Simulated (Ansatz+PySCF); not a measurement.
Values are calculated unless marked as measured or tabulated.
This PySCF input gave a total energy of -38.99914 hartree.

```python
from pyscf import gto, scf, mp

mol = gto.M(atom="""
C 0.000000 0.000000 0.000000
H 1.635520 0.000000 0.000000
H -0.545170 0.944270 0.000000
H -0.545170 -0.944270 0.000000
""", basis='sto-3g', charge=0, spin=1)
mf = scf.UHF(mol)
mf.kernel()
pt = mp.MP2(mf, frozen=1).run()
print(mf.e_tot, pt.e_corr, pt.e_tot)
```

Problem. Write an input for Ansatz with the same method and basis set.

Solution.

```yaml
crystal:
  periodic: [false, false, false]
  atoms:
    - { symbol: C, position_ang: [0.0, 0.0, 0.0] }
    - { symbol: H, position_ang: [1.63552, 0.0, 0.0] }
    - { symbol: H, position_ang: [-0.54517, 0.94427, 0.0] }
    - { symbol: H, position_ang: [-0.54517, -0.94427, 0.0] }
basis:
  gaussian: { orbitals: STO-3G }
magnetization:
  spin_polarized: true
  initial_magnetization: 1
hamiltonian:
  xc: hf
correlation:
  method: mp2
  frozen_orbitals: { C: 1, H: 0 }
scf:
  omitted_lower_state_checks: [stability, starts, atomic_configurations, cluster_reference, orbital_swaps, given_window_search, neighbouring_geometries, increment]
```

Ansatz (development build ahead of 0.2.0) gave -38.99914 hartree, 0.00 meV from the first. Caution: bonds are stretched, where a single reference can fail; the unrestricted determinant is spin contaminated.
